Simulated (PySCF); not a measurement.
# Spin states of HCl

Unrestricted PBE0; H aug-pcseg-1, Cl aug-pcseg-1; no relativity (PySCF 2.14). Outer shells of the fragments: H 1s1; Cl 3s2 3p5.

Followed along the bond (rough minima from three points):

| 2Ms+1 | unpaired | ⟨S²⟩ at the start | R at minimum (Å) | Te (eV) |
| --- | --- | --- | --- | --- |
| 1 | none | 0.00 | 1.29 | 0.00 |
| 3 | σ ↑, π ↑ | 2.00 | none in the scan | ≤ 6.46 |

Solutions found at the starting distance of 1.290 Å, counted from the lowest of them; the search is not exhaustive and high or unbound solutions are not listed, so other states can lie among these:

```json
{"2Ms+1": "1", "unpaired": "none", "term": "¹Σ⁺", "E (eV)": "0.00", "⟨S²⟩": "0.00", "⟨Lz²⟩": "0.00", "μ (D)": "-1.19"}
{"2Ms+1": "3", "unpaired": "σ ↑, π ↑", "term": "³Π", "E (eV)": "7.15", "⟨S²⟩": "2.00", "⟨Lz²⟩": "1.01", "μ (D)": "1.98"}
```

A term symbol is given only where ⟨S²⟩ and ⟨Lz²⟩ are close to those of a pure state; real π, δ and φ orbitals otherwise mix terms. A positive dipole means H(−)Cl(+).

Counting both spins, an empty level lies below a filled one in some of these solutions, because spin and occupation are held.
